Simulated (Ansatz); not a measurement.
in.yaml

```yaml
crystal:
  periodic: [false, false, false]
  atoms:
    - {symbol: Al, position_ang: [0.000000, 0.000000, 1.052142]}
    - {symbol: Al, position_ang: [0.000000, 0.000000, -1.247870]}
    - {symbol: H, position_ang: [0.000000, 0.000000, 3.018142]}
    - {symbol: H, position_ang: [0.000000, 0.000000, -2.822413]}
basis:
  gaussian: {orbitals: 6-31G}
magnetization: {spin_polarized: false, initial_magnetization: 2}
correlation: {method: ccsd_t, electrons: outside_noble_gas}
output: {forces: true}
```

```sh
$ ansatz run in.yaml --threads 1 --pin off --events-out ev --progress --plain --max-ram 2393MiB
```

Problem. Roughly how long does this take on 1 thread of Arm Neoverse V2, shared host, and how much host memory?

Solution. 1.1 s wall and 0.08 GiB.

```
340 factors; integrals over basis functions are off by at most 1.3e-4 eV
mean field evaluation 1: about -13192.1270 eV, gradient 8.2e0 eV
mean field evaluation 2: about -13192.1387 eV, gradient 8.3e0 eV
mean field evaluation 4: about -13192.8503 eV, gradient 6.1e-1 eV
mean field evaluation 8: about -13192.8549 eV, gradient 8.2e-4 eV
mean field evaluation 16: about -13191.8551 eV, gradient 3.4e0 eV
mean field evaluation 32: about -13191.1910 eV, gradient 1.8e-1 eV
mean field evaluation 64: about -13189.6105 eV, gradient 9.0e-4 eV
mean field evaluation 96: about -13190.5730 eV, gradient 1.3e-1 eV
mean field evaluation 128: about -13190.5733 eV, gradient 8.3e-5 eV
mean field -13192.85490623 eV, -484.8284753659 hartree, gradient 8.1e-6 eV, S^2 2.000000; 7 other end points of the search recorded, 0 dependent functions left out
determinant -13192.85490623 eV, -484.8284753659 hartree, with singles and doubles -13195.36248773 eV, -484.9206272862 hartree
determinant -13191.19340647 eV, -484.7674163759 hartree, with singles and doubles -13193.65725322 eV, -484.8579610736 hartree
determinant -13190.57327950 eV, -484.7446271300 hartree, with singles and doubles -13192.87052430 eV, -484.8290493194 hartree
determinant -13189.61045054 eV, -484.7092438183 hartree, with singles and doubles -13192.59338174 eV, -484.8188645181 hartree
10 core orbitals not correlated: weight in the atoms' cores, before any rotation towards them, 1.000 or more for the frozen orbitals, at most 0.000 for the correlated occupied ones
reference -13192.85490623 eV, -484.8284753659 hartree; 5, 3 occupied and 15, 17 virtual orbitals, 340 factors
second order -1.67234156 eV of doubles, -0.03960027 eV of singles
cycle   1  -2.50731366 eV  change    2.7e-4 eV  update   7.9e-4
cycle   2  -2.50715930 eV  change    1.5e-4 eV  update   5.4e-4
cycle   3  -2.50712823 eV  change    3.1e-5 eV  update   2.7e-4
cycle   4  -2.50722079 eV  change   -9.3e-5 eV  update   1.0e-4
cycle   5  -2.50728835 eV  change   -6.8e-5 eV  update   3.9e-5
cycle   6  -2.50732409 eV  change   -3.6e-5 eV  update   2.1e-5
cycle   7  -2.50732373 eV  change    3.6e-7 eV  update   9.6e-6
cycle   8  -2.50731501 eV  change    8.7e-6 eV  update   3.9e-6
cycle   9  -2.50731085 eV  change    4.2e-6 eV  update   1.1e-6
cycle  10  -2.50731069 eV  change    1.6e-7 eV  update   3.1e-7
perturbative correction -0.06359145 eV, -0.0023369426 hartree
the calculation of the forces begins
mean field evaluation 160: about -13192.8285 eV, gradient 1.7e-1 eV
Total energy: -13195.42580837 eV, -484.9229542769 hartree
Atom 0 at     0.000000     0.000000     1.052142 Å, force    -0.000000    -0.000000     3.136438 eV/Å
Atom 1 at     0.000000     0.000000    -1.247870 Å, force     0.000000     0.000000    -0.561709 eV/Å
Atom 2 at     0.000000     0.000000     3.018142 Å, force     0.000000     0.000000    -2.090212 eV/Å
Atom 3 at     0.000000     0.000000    -2.822413 Å, force    -0.000000    -0.000000    -0.484517 eV/Å
Dipole moment:     0.000000     0.000000    -0.105125 e Å
```

Forces (eV/Å):
```
Al   0.000  0.000  3.136
Al   0.000  0.000 -0.562
H    0.000  0.000 -2.090
H    0.000  0.000 -0.485
```

For the same geometry and basis full CI lies 36.9 meV lower.
